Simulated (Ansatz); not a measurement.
Conformers of `C=CCC=O`, each relaxed with PBE0-D4/def2-TZVP in Ansatz. CBS adds the triple-zeta coupled-cluster correction to the MP2 limit.

Not all of them had a frequency check.

Conformer A:

Cartesian coordinates in Å:
```
C -0.214 1.820 0.221
C -0.543 0.543 0.352
C -0.112 -0.539 -0.584
C 0.705 -1.593 0.116
O 1.748 -2.022 -0.288
H -0.550 2.565 0.932
H 0.399 2.165 -0.605
H -1.158 0.236 1.196
H -1.001 -1.054 -0.979
H 0.459 -0.150 -1.428
H 0.267 -1.971 1.067
```

Conformer B:

```xyz
11

C     1.535    1.061   -0.257
C     0.832   -0.056   -0.148
C    -0.639   -0.143   -0.357
C    -1.388   -0.854    0.737
O    -0.883   -1.391    1.682
H     1.065    2.008   -0.506
H     2.607    1.072   -0.099
H     1.331   -0.984    0.119
H    -0.877   -0.694   -1.281
H    -1.091    0.847   -0.491
H    -2.492   -0.866    0.602
```

Conformer C:

Z-matrix (Å, degrees):
```
C
C 1 1.499
C 1 1.501 2 112.8
H 1 1.094 2 111.4 3 123.1
H 1 1.098 2 109.0 3 -118.8
C 2 1.326 1 124.9 3 -22.8
H 2 1.087 1 115.9 3 157.8
O 3 1.200 1 124.8 2 122.1
H 3 1.112 1 114.5 2 -57.9
H 6 1.086 2 122.2 1 -0.2
H 6 1.083 2 121.1 1 -179.4
```

Problem. Which is lowest in electronic energy at CCSD(T)/CBS (frozen core, def2 sets), and by how much? (An estimate is asked.)

Solution. Ansatz gave: B; A lies 1.3 kJ/mol higher, C lies 2.8 kJ/mol higher. Gaps under about 2 kJ/mol don't settle the order.

Problem. Give the energies relative to B (kJ/mol) with B3LYP-D4/def2-TZVPP, ωB97X-V/def2-TZVPP, PBE0/def2-TZVPP, B3LYP/def2-TZVPP, MP2/def2-TZVPP, HF/def2-QZVPP, HF/CBS(def2). (An estimate is asked.)

Solution. Computed: 
| level | A | C |
| --- | --- | --- |
| B3LYP-D4/def2-TZVPP | 1.6 | 4.1 |
| ωB97X-V/def2-TZVPP | 2.0 | 3.6 |
| PBE0/def2-TZVPP | 1.4 | 4.4 |
| B3LYP/def2-TZVPP | 1.1 | 5.0 |
| MP2/def2-TZVPP | 1.3 | 2.9 |
| HF/def2-QZVPP | 0.9 | 4.8 |
| HF/CBS(def2) | 0.9 | 4.8 |

B3LYP here is the variant with VWN-RPA as its local correlation; programs differ in this.
